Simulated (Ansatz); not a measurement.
A rate constant, worked out

An elementary step of AlNH3Cl, closed shell (AlNH₃Cl ([NH2][AlH][Cl]) → AlNHCl ([NH][Al][Cl]) + H₂; Al–H, N–H broken or loosened, H–H formed or tightened). The start structure is the reactant molecule, and the electronic barrier above it is 3.244 eV by CCSD(T) at an estimated basis limit (MP2 extrapolated from triple and quadruple zeta, plus CCSD(T) − MP2 in triple zeta). Computed with Ansatz 0.2.0 (basis: def2-TZVPP and def2-QZVPP); correlated methods freeze the cores. Extrapolation: Hartree–Fock as exp(−7.88 √X), correlation as X^−2.97. Harmonic wavenumbers at PBE0-D4/def2-TZVP (Ansatz 0.2.0), in cm⁻¹:

Start: 181, 367, 411, 503, 508, 577, 735, 849, 1563, 1988, 3610, 3702.

Saddle: 472i, 166, 236, 456, 464, 614, 856, 904, 1063, 1612, 2922, 3659.

(1) Work out the transition-state-theory rate constant at 600 K from these numbers alone (harmonic vibrations; rotation, path degeneracy and anharmonicity left out), and the Wigner tunnelling factor. Use 1 cm⁻¹ = 1.2398 × 10⁻⁴ eV and k_B = 8.617 × 10⁻⁵ eV/K.

The T1 diagnostic stays at or below 0.019.

Results:

(1) Zero-point energies, half the sums: start 14994/2 cm⁻¹ = 0.9295 eV; saddle, real modes only, 12952/2 cm⁻¹ = 0.8029 eV.
Barrier with zero-point energy: 3.244 + 0.8029 − 0.9295 = 3.1174 eV.
k_BT = 0.05170 eV, so the barrier is 60.29 k_BT.
Vibrational partition functions from the zero-point level, ln q = −Σ ln(1 − exp(−hν/k_BT)): start 3.403, saddle 3.382.
k = (k_BT/h) exp(ln q‡ − ln q) exp(−E0/k_BT), with log₁₀(k_BT/h in s⁻¹) = 13.10: log₁₀ k = 13.10 + (-0.021 − 60.29)/2.3026 = -13.09, so k ≈ 8 × 10^(-14) s⁻¹.
Wigner factor: 1 + (hν‡/k_BT)²/24 = 1 + (1.13)²/24 = 1.05. A change of 1 kcal/mol (0.043 eV) in the barrier would change k by a factor of 2.3 at this temperature.

Labels in which every atom is bracketed show which atoms are joined, not bond orders.

For scale, one of the runs: CCSD(T)/def2-TZVPP, 157 basis functions, launched by `ansatz run in.yaml --threads 2 --pin off --events-out ev --progress --plain --max-ram 4352MiB`. The run took 15 s on 2 CPU threads (shared host), with 1 GiB of host memory at its peak.
